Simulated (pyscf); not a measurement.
Elementary routes open to `[CH3]` [doublet] + `[CH3]` [doublet] in the gas phase (triplet surface):
A. `[CH4]` + `[CH2]` [triplet] (C–H broken; C–H formed)
B. `[CH2][CH3]` [doublet] + `[H]` [doublet] (C–H broken; C–C formed)

PySCF, gas phase, ωB97X-D3(BJ)/def2-SVP geometries. MP2 and CC: frozen core, UHF for open shells. ΔMP2 is the change of the MP2 total energy from the triple- to the quadruple-zeta basis.

### Question
Rank the routes by free-energy barrier at 900 K, lowest first, for CCSD(T)/def2-TZVPP + ΔMP2(QZVPP) energies (ideal gas, 1 atm, RRHO with modes under 100 cm⁻¹ raised to 100, one conformer, R ln 2 for chiral ones without a mode under 150 cm⁻¹).

### Answer
A (39.5 kcal/mol), B (90.2 kcal/mol)

Route A is the fastest of these, ahead of the next by 50.7 kcal/mol. The most stable products are those of A (ΔG = +8.5 kcal/mol), so kinetics and thermodynamics agree. At 298 K A is still the fastest. Only these routes are compared; each barrier is that of the saddle found, and lower ones may exist. The CCSD(T) − MP2 part came from Ansatz, without density fitting, on the same reference.
